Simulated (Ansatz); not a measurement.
Reaction: COS (SMILES O=C=S) + H+ → CHOS+ (SMILES O=C=[SH+])
Each species at its own B3LYP-D3(BJ)/def2-TZVP minimum (Ansatz, a first-principles code), one conformer.

Total energies in hartree (Ansatz). UHF or UKS for unpaired electrons; spin-orbit terms are left out. Cores are frozen in correlated methods. No relativity.

| species | HF/cc-pV(T+d)Z | CCSD(T)/cc-pV(T+d)Z | HF/cc-pV(Q+d)Z | CCSD(T)/cc-pV(Q+d)Z | CCSDT(Q)/cc-pV(T+d)Z |
|---|---|---|---|---|---|
| 1: COS (SMILES O=C=S) | -510.34174 | -510.92169 | -510.35367 | -510.97233 | -510.92435 |
| 2: CHOS+ (SMILES O=C=[SH+]) | -510.59310 | -511.17004 | -510.60526 | -511.21851 | -511.17268 |

**Question.** Work out the proton affinity (electronic), positive where energy is released in kcal/mol: take Hartree-Fock from cc-pV(Q+d)Z, extrapolate the CCSD(T) correlation energy as X^-3 (X = 3, 4), and add CCSDT(Q) - CCSD(T) in cc-pV(T+d)Z. 1 hartree = 627.51 kcal/mol.

**Answer.** 
Species 1: correlation (64·(-0.61866) - 27·(-0.57995))/37 = -0.64691; step -0.00266; E1 = -510.35367 + (-0.64691) + (-0.00266) = -511.00324
H+ has no electrons: E = 0
Species 2: correlation (64·(-0.61325) - 27·(-0.57694))/37 = -0.63975; step -0.00264; E2 = -510.60526 + (-0.63975) + (-0.00264) = -511.24765
+1·E1 -1·E2 = 0.24441 hartree = 153.4 kcal/mol.
